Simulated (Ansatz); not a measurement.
(H2Al-mu-H)3 (Al3H9) was relaxed with r2SCAN-D4 (def2-SVP) in Ansatz in these states: charge +1 doublet, neutral singlet. The geometries follow in no particular order.

A:

| atom | x (Å) | y (Å) | z (Å) |
| --- | --- | --- | --- |
| Al1 | -1.201 | 0.610 | 0.609 |
| H2 | -2.475 | 1.258 | 1.258 |
| H3 | 0.360 | 1.438 | 0.871 |
| H4 | -0.738 | 1.175 | -1.023 |
| Al5 | 0.990 | 0.851 | -0.695 |
| H6 | 0.524 | -0.678 | -1.492 |
| H7 | 2.042 | 1.754 | -1.430 |
| H8 | 1.624 | -0.413 | 0.401 |
| Al9 | 0.212 | -1.461 | 0.086 |
| H10 | 0.433 | -3.012 | 0.172 |
| H11 | -0.337 | -0.629 | 1.568 |
| H12 | -1.434 | -0.894 | -0.326 |

B:

Cartesian coordinates in Å:
```
Al -0.9178 1.7912 -0.1570
H -1.5851 3.1943 -0.3067
H -1.3441 -0.6999 0.7737
H -1.5797 0.2158 0.5977
Al 0.0419 -1.9368 0.5682
H 1.1244 -0.7320 1.0433
H 0.1247 -3.4367 0.9922
H 0.2729 -1.3533 -0.9983
Al 1.1082 0.1838 -0.5200
H 2.5019 0.4159 -1.1742
H -0.3021 0.8677 -1.4288
H 0.5548 1.4898 0.6101
```

Problem. Judge from the bond lengths which geometry belongs to which state (an estimate).

Solution. A is the neutral singlet (Al1–Al5 2.561 Å, H4–Al5 1.788 Å, Al1–H3 1.787 Å); B is the charge +1 doublet (Al1–Al5 3.917 Å, H4–Al5 2.695 Å, Al1–H3 2.693 Å).

In the charge 1 doublet, H3 and H4 lie 0.96 Å apart (atoms count from 1), so these atoms are partly bonded to each other.
